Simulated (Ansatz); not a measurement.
HgS (P3₂21, No. 154): bulk modulus by level of theory

No measured value is used here.

| level (code) | value (GPa) | cell (Å³/atom) |
|---|---|---|
| LDA (Ansatz) | 35.8 | 21.83 |
| BLYP (Ansatz) | 1.94 | 35.85 |
| PBE (Ansatz) | 7.21 | 28.07 |
| PBE+SOC (Ansatz) | 6.60 | 28.28 |
| PBEsol (Ansatz) | 21.2 | 23.26 |
| PBEsol+SOC (Ansatz) | 20.0 | 23.20 |
| RPBE (Ansatz) | 0.83 | 46.27 |
| PBE-D3(BJ) (Ansatz) | 21.8 | 23.77 |
| PBE-D4 (Ansatz) | 21.9 | 23.83 |
| PBEsol-D3(BJ) (Ansatz) | 39.9 | 21.54 |
| rVV10 (Ansatz) | 24.5 | 25.03 |

Density-functional levels without +SOC have no spin–orbit coupling. BLYP, PBE, PBE+SOC, RPBE: the cell is over a tenth larger than the published one: the level's own overestimate first of all, though another phase or state, or a fault of the published cell, is possible. Each level is taken at its own relaxed cell. Ansatz's density-functional and Hartree–Fock values are scalar-relativistic unless marked +SOC, with PAW data made under PBE.

Ansatz is a program for electronic structure.
